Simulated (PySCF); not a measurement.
Compound: C3H3NOS.
SMILES: `Oc1cnsc1`

Torsions of this conformer, `[OH:1][c:2]1[cH:3][n:4][s:5][cH:6]1`: H–O1–C2–C3 179°.

The closed-shell ground state was solved at several levels (PySCF, density fitting, gas phase, non-relativistic). Geometry: PBE0-D3(BJ)/def2-SVP, one conformer, isolated molecule.

| level | basis functions | HOMO (eV) | LUMO (eV) | gap (eV) | dipole (D) |
| --- | --- | --- | --- | --- | --- |
| PBE0/pcSseg-2 | 265 | -6.84 | -0.97 | 5.87 | 3.35 |
| PBE0/pcSseg-1 | 124 | -6.87 | -0.91 | 5.96 | 3.43 |

(1) Estimate the row for CAM-B3LYP/def2-SVPD, a basis of 154 functions; the other rows only guide the guess.

(2) Over all these levels, which gives the widest orbital gap and which the narrowest?

(3) How far do the dipole and the HOMO energy spread over the levels?

Results:

(1) HOMO -8.13 eV, LUMO 0.07 eV, gap 8.20 eV, dipole 3.34 D.

(2) CAM-B3LYP/def2-SVPD (range-separated hybrid) has the widest, 8.20 eV, and PBE0/pcSseg-2 (global hybrid, 25 % exact exchange) the narrowest, 5.87 eV. Functional and basis both differ between the two, so the spread mixes both effects.

(3) The dipole runs from 3.34 to 3.43 D (mean 3.38 D) and the HOMO from -8.13 to -6.84 eV.
